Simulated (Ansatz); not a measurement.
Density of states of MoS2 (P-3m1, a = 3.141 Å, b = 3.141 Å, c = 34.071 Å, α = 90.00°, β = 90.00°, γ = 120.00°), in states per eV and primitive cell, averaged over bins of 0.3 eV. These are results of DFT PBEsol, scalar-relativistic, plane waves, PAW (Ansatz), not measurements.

Cutoff 420 eV; k points 12×12×1 on the computed 12-atom cell (Γ-centred); Gaussian smearing, width 0.02 eV; no spin polarisation.

The cell is relaxed at this level. The states (both spins) are summed by tetrahedra on a 18×18×2 mesh at the self-consistent density. Energies are bin centres; the table starts no lower than −8 eV and ends at 6 eV, or lower where the solved bands end.

The gap is 1.11 eV at this level, with the zero inside it.

```
E − E_F (eV) total S 3p Mo 4d S 3s Mo 5s
       -7.10   1.56   1.02   0.36  0.06   0.08
       -6.80   6.11   3.91   1.57  0.19   0.29
       -6.50  13.16   7.83   4.50  0.22   0.34
       -6.20  12.11   7.47   3.91  0.25   0.25
       -5.90   6.20   4.11   1.75  0.19   0.05
       -5.60   3.05   2.09   0.80  0.10   0.01
       -5.30   6.87   4.23   2.01  0.39   0.10
       -5.00  15.03   8.99   4.10  1.11   0.46
       -4.70   9.29   5.53   2.60  0.64   0.31
       -4.40  12.65   7.67   4.35  0.34   0.09
       -4.10  13.01   7.92   4.56  0.25   0.04
       -3.80   6.32   3.54   2.54  0.09   0.02
       -3.50   6.87   3.60   3.03  0.06   0.02
       -3.20   8.98   5.42   3.09  0.26   0.03
       -2.90  16.10  11.15   4.07  0.49   0.05
       -2.60   9.19   6.86   1.86  0.23   0.03
       -2.30   9.17   7.42   1.35  0.13   0.03
       -2.00   9.96   4.85   4.61  0.17   0.11
       -1.70  11.58   4.44   6.59  0.16   0.10
       -1.40   6.55   2.05   4.24  0.07   0.05
       -1.10   2.22   0.72   1.41  0.05   0.01
       -0.80   0.60   0.24   0.33  0.03   0.00
       -0.50   0.09   0.04   0.05  0.00   0.00
       -0.20   0.00   0.00   0.00  0.00   0.00
        0.10   0.00   0.00   0.00  0.00   0.00
        0.40   0.00   0.00   0.00  0.00   0.00
        0.70   2.74   0.93   1.59  0.06   0.03
        1.00   8.84   2.73   5.53  0.14   0.11
        1.30  16.46   4.82  10.91  0.16   0.14
        1.60  18.14   6.28  10.55  0.41   0.24
        1.90  15.49   5.54   8.64  0.40   0.17
        2.20   9.49   3.65   4.92  0.31   0.05
        2.50   8.46   3.36   4.22  0.32   0.02
        2.80   5.21   2.30   2.36  0.20   0.00
        3.10   7.95   3.75   3.51  0.27   0.00
        3.40   7.83   3.52   3.53  0.38   0.01
        3.70   4.11   1.62   1.94  0.34   0.01
        4.00   1.95   0.72   0.98  0.19   0.00
        4.30   0.02   0.00   0.00  0.00   0.00
        4.60   0.35   0.00   0.00  0.01   0.01
        4.90   0.82   0.02   0.02  0.02   0.11
        5.20   2.30   0.09   0.07  0.04   0.60
        5.50   3.72   0.19   0.10  0.13   0.92
        5.80   4.42   0.24   0.12  0.15   0.93
```

The columns after the total are the main Löwdin projections on the occupied valence shells of the potentials; 2 others are left out. The rest of the total lies in those, in shells that are empty in the free atom, which aren't projected, and between the atoms.

The cell holds layers, and where no dispersion correction was added their binding is poorly described.

A ferromagnetic start lost its moments in a first run, so spin was left out; other magnetic orders weren't tried.

This form isn't the usual stable structure of the compound.

Cost: 1 run of about 1.6 core-minutes, on Intel Xeon 6975P-C (Granite Rapids) (shared hosts).